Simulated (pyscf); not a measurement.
Structures and frequencies: ωB97X-D3(BJ)/def2-SVP in PySCF.

Estimate by transition-state theory (the high-pressure limit) the rate constant of O=W(OH)(OH)(F)–F → O=W(=O)(F)–F + H₂O (singlet surface; H–O, O–W broken, H–O formed) at 298 K, with ωB97M-D3(BJ)/def2-TZVP energies (ideal gas, 1 atm, RRHO with modes under 100 cm⁻¹ raised to 100, one conformer, R ln 2 for chiral ones without a mode under 150 cm⁻¹; no tunnelling).

The electronic barrier is 26.9 kcal/mol and the thermal terms add -1.7, so ΔG‡ = 25.2 kcal/mol. With k_BT/h = 6.21e+12 s⁻¹ and RT = 0.592 kcal/mol, k = 2.3e-06 s⁻¹, a half-life of 3.0e+05 s through this channel alone. Wigner's tunnelling factor for 1561i cm⁻¹ would be 3.37, likely too low at so high a frequency. A shift of 1 kcal/mol in the barrier changes k by a factor 5.4. On the product side the descent ends in an adduct with a O–W contact (not fully relaxed), 17.4 kcal/mol under the separated species and 23.7 kcal/mol under the saddle at ωB97X-D3(BJ)/def2-TZVP. What is counted as broken (O–W) persists as a longer contact in the product adduct; parting that adduct is a step of its own. This is the saddle that the search found; another between the same sides may lie lower. Elements past Kr carry the def2 core potentials, without spin-orbit coupling.
